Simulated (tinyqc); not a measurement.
RHF in the sto-3g basis, for NH3, spin multiplicity 1, step by step (part 2 of 2). Computed by tinyqc, a small Python program that keeps every step (integrals from PySCF). Command: `OMP_NUM_THREADS=1 python tinyqc.py 27139 27140 out.jsonl` (the two numbers bound the seeds that draw the settings). One thread of a shared host (Intel(R) Xeon(R) Processor @ 2.60GHz), about 0.1 s of CPU time with the checks.

Geometry (angstrom):
```
atom,x,y,z
N,0.0000,0.0000,0.2010
H,1.2350,0.0000,0.0000
H,-0.6180,1.0700,0.0000
H,-0.6180,-1.0700,0.0000
```

## Convergence

Stop when the energy changes by less than 1e-09 hartree and every element of the error matrix X^T (F D S - S D F) X is below 9e-06.

Course of the cycle:
```
iteration,E (hartree),change,largest element of the error matrix
1,-52.826140,-,6.12e-01
2,-54.558959,-1.73e+00,5.25e-01
3,-55.145076,-5.86e-01,3.01e-01
4,-55.287863,-1.43e-01,7.76e-02
5,-55.311424,-2.36e-02,3.81e-02
6,-55.319094,-7.67e-03,8.77e-03
7,-55.319261,-1.67e-04,3.83e-04
8,-55.319261,-8.50e-07,5.68e-05
9,-55.319261,-5.83e-09,8.11e-06
10,-55.319261,-1.30e-10,2.35e-06
```

PySCF RHF in the same basis = -55.319261 hartree

Converged in 10 iterations.

## Populations, bond orders and dipole

D after iteration 10, lower triangle:
```
,1N 1s,1N 2s,1N 2px,1N 2py,1N 2pz,2H 1s,3H 1s,4H 1s
1N 1s,2.0824
1N 2s,-0.3362,1.4293
1N 2px,0.0000,-0.0001,0.6271
1N 2py,0.0000,0.0000,0.0000,0.6271
1N 2pz,-0.0717,0.3655,0.0000,0.0000,1.8656
2H 1s,-0.0728,0.2176,0.5923,0.0000,-0.2077,0.6319
3H 1s,-0.0727,0.2177,-0.2962,0.5131,-0.2077,-0.2073,0.6322
4H 1s,-0.0727,0.2177,-0.2962,-0.5131,-0.2077,-0.2073,-0.2074,0.6322
```

overlap S, lower triangle:
```
,1N 1s,1N 2s,1N 2px,1N 2py,1N 2pz,2H 1s,3H 1s,4H 1s
1N 1s,1.0000
1N 2s,0.2350,1.0000
1N 2px,0.0000,0.0000,1.0000
1N 2py,0.0000,0.0000,0.0000,1.0000
1N 2pz,0.0000,0.0000,0.0000,0.0000,1.0000
2H 1s,0.0333,0.3578,0.3449,0.0000,-0.0561,1.0000
3H 1s,0.0333,0.3574,-0.1724,0.2985,-0.0561,0.0944,1.0000
4H 1s,0.0333,0.3574,-0.1724,-0.2985,-0.0561,0.0944,0.0943,1.0000
```

Mulliken: Z minus the diagonal of D S on the atom; Loewdin: the same with S^(1/2) D S^(1/2); Mayer order: 2 sum_s sum (D(s) S)_ij (D(s) S)_ji over the two atoms.

Charges (e):
```
atom,Mulliken,Loewdin
1N,-0.3473,-0.2580
2H,0.1159,0.0860
3H,0.1157,0.0860
4H,0.1157,0.0860
```

Mayer bond orders:
```
pair,order
2-1,0.9201
3-1,0.9201
3-2,0.0332
4-1,0.9201
4-2,0.0332
4-3,0.0332
```

dipole moment about the origin, x y z (debye): 0.0001  0.0000  -0.9643
